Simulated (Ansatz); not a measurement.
OS, SMILES `O=S` (triplet). The species carries charge 0 and has multiplicity 3.

```xyz
2

O    -0.669    0.137    0.284
S     0.669   -0.137   -0.284
```

(1) Give the diagnostics of a CCSD(T)/def2-TZVPP run (frozen core, the Gaussian-basis code of Ansatz). (An estimate is asked.)

Results:

(1) The calculation gave: T1 = 0.0198, largest single amplitude 0.033, largest double 0.070, (T) share of the correlation energy 4.5 %, 10 CCSD cycles. ⟨S²⟩ of the UHF reference is 2.055 against 2.00 for a pure state. T1 lies under the customary mark of 0.045 for open shells.
